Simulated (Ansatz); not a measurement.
Molecule: trans-ethylamine, C2H7N, net charge 0, singlet state. SMILES: NCC
Structure (B3LYP-D3(BJ)/def2-TZVP (Ansatz, a quantum-chemistry and plane-wave program) minimum search):
```
C
H 1 1.0932
H 1 1.0932 2 106.13
N 1 1.4627 2 107.63 3 115.01
H 4 1.0142 1 110.48 2 64.07
H 4 1.0142 5 106.70 1 -120.14
C 1 1.5281 2 109.64 3 -118.33
H 7 1.0931 1 110.87 2 -62.07
H 7 1.0931 8 107.82 1 121.53
H 7 1.0933 8 107.89 9 116.28
```

Computed values are from Ansatz. Cores are frozen in the correlated levels unless marked. UHF or UKS for open shells. Spin-orbit coupling is left out. No relativistic terms. CBS marks a two-point X^-3 extrapolation of the correlation energy; Hartree-Fock from the larger set. [CCSD(T)-MP2]/basis is that difference in the basis named.

```
Quantity                                                                                                            Result
-------------------------------------  -----------------------------------------------------------------------------------
atomisation energy De                      878.3 kcal/mol at RI-MP2/CBS(aug-cc-pVTZ,aug-cc-pVQZ)+[CCSD(T)-MP2]/aug-cc-pVTZ
total energy                                 -135.0144 Eh at RI-MP2/CBS(aug-cc-pVTZ,aug-cc-pVQZ)+[CCSD(T)-MP2]/aug-cc-pVTZ
dipole moment                                                                                1.31 D at CCSD(T)/aug-cc-pVDZ
T1 diagnostic                                                                                    0.009 at CCSD/aug-cc-pVTZ
measured enthalpy of formation, 298 K         -11.3 kcal/mol (G2/97 table in ASE (Curtiss et al.); older table, unchecked)
measured dipole moment                 1.22 D (NIST CCCBDB, as tabulated in the package chemicals; older table, unchecked)
```
